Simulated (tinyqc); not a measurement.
Inside a calculation. Method: Pariser-Parr-Pople SCF with singles CI, for the molecule NC(O)=CO (SMILES; centres numbered as the heavy atoms are written). One step of it, computed by the program tinyqc.

Question. Singles CI, triplets. Over the 4 single excitations with the smallest orbital gaps: A = (e_a - e_i) delta - (ij|ab), with (pq|rs) = sum c_mp c_mq gamma_mn c_nr c_ns.

orbital energies (eV): -14.560832  -12.349056  -10.575851  -7.552847  2.228841

coefficients:
```
,MO1,MO2,MO3,MO4,MO5
1N,0.315118,-0.102565,0.706919,-0.547382,-0.301362
2C,0.589517,-0.080851,0.278861,0.345964,0.669685
3O,0.580460,-0.475358,-0.587135,-0.219007,-0.210737
4C,0.380019,0.387040,0.068656,0.571708,-0.611737
5O,0.267996,0.779216,-0.270298,-0.453727,0.205112
```

repulsion gamma_rs (eV), lower triangle:
```
,1N,2C,3O,4C,5O
1N,16.800000
2C,8.283102,11.130000
3O,5.672336,8.700754,21.500000
4C,5.466427,7.554960,5.580617,11.130000
5O,3.810126,5.579912,5.001447,8.698581,21.500000
```

Give: triplet CI matrix; triplet excitation energies.

Answer.

triplet CI matrix (eV), lower triangle:
```
,4>5,3>5,2>5,1>5
4>5,1.687
3>5,-0.121,5.029
2>5,-0.334,-0.083,7.016
1>5,-0.575,-0.314,0.019,8.476
```

triplet excitation energies (eV): 1.611  5.008  7.036  8.552
